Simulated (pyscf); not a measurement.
H₃C–NH₂ + H₂ → CH₄ + NH₃ (four-centre exchange; singlet surface; C–N, H–H broken, C–H, H–N formed). Structures and frequencies: ωB97X-D3(BJ)/def2-SVP in PySCF. Energies in kcal/mol from the separated reactants.

```tsv
level	barrier	reaction energy
PBE/def2-TZVP	84.6	-25.5
r²SCAN/def2-TZVP	91.1	-26.1
PBE0-D3(BJ)/def2-TZVP	92.1	-25.7
M06-2X/def2-TZVP	[?]	[?]
ωB97M-D3(BJ)/def2-TZVP	94.0	-26.2
HF/def2-TZVP	[?]	-27.9
```

Question: Fill in the missing entries.

Answer: 
- M06-2X/def2-TZVP, barrier: 98.2
- M06-2X/def2-TZVP, reaction energy: -24.4
- HF/def2-TZVP, barrier: 114.8

The functionals in the table span 13.7 kcal/mol in this barrier, from PBE to M06-2X. From the product side, CH₃• + H• + NH₃ lies, by one bond made or cut, 7.8 kcal/mol under this saddle at ωB97M-D3(BJ)/def2-TZVP. The same reactants have a lower exit, to H₃C–NH₂ + H₂ (barrier +58.7 kcal/mol at ωB97M-D3(BJ)/def2-TZVP, against +94.0 kcal/mol here). One saddle was located; it need not be the lowest between these sides.
